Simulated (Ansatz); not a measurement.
`BOB` + `[NH2][AlH2]` → `B[NH][AlH2]` + `BO` at 700 K and 1 bar (ligand exchange at a B–O bond).

Program: Ansatz. Geometries: PBE0-D4/def2-TZVP. ΔE: electronic, gas phase. CBS: MP2 limit from def2 TZ/QZ plus the TZ coupled-cluster correction, frozen cores. This one scheme is used for every species.

```csv
species,CCSD(T)/CBS energy (Eh),H − E (kJ/mol),S (J/(mol·K))
`BOB`,-127.21702,170.8,334.0
`[NH2][AlH2]`,-299.14566,147.5,319.0
`B[NH][AlH2]`,-324.56557,193.7,377.1
`BO`,-101.80414,126.4,277.4
```

H − E and S are ideal-gas, rigid-rotor, harmonic terms from PBE0-D4/def2-TZVP. 1 Eh = 2625.50 kJ/mol, R = 8.31446 J/(mol·K).

Q: By hand: ΔE, ΔH, ΔS and ΔG.

A: ΔE = (-324.56557) + (-101.80414) − (-127.21702) − (-299.14566) = -0.00703 Eh = -18.5 kJ/mol. Δ(H − E) = 193.7 + 126.4 − 170.8 − 147.5 = 1.8, so ΔH = -16.7 kJ/mol. ΔS = 377.1 + 277.4 − 334.0 − 319.0 = 1.5 J/(mol·K). ΔG = -16.7 − 700 × (1.5)/1000 = -17.8 kJ/mol.

Q: By hand: the equilibrium constant, and the temperature at which ΔG would vanish if ΔH and ΔS stayed fixed.

A: log₁₀ K = −ΔG/(RT ln 10) = 1.3. ΔH and −TΔS have one sign here, so there is no such temperature.

The number of gas molecules stays the same, so ΔS is small and ΔH decides. A doubt of 5 kJ/mol in ΔE shifts log₁₀ K by 0.4 here. These are equilibria of isolated gas molecules and say nothing of rates. Largest T1 diagnostic: 0.014 (customary marks: 0.02 for closed shells, 0.045 for open ones).

ΔS is within the doubt of such terms, so its sign, and with it that verdict, could turn.
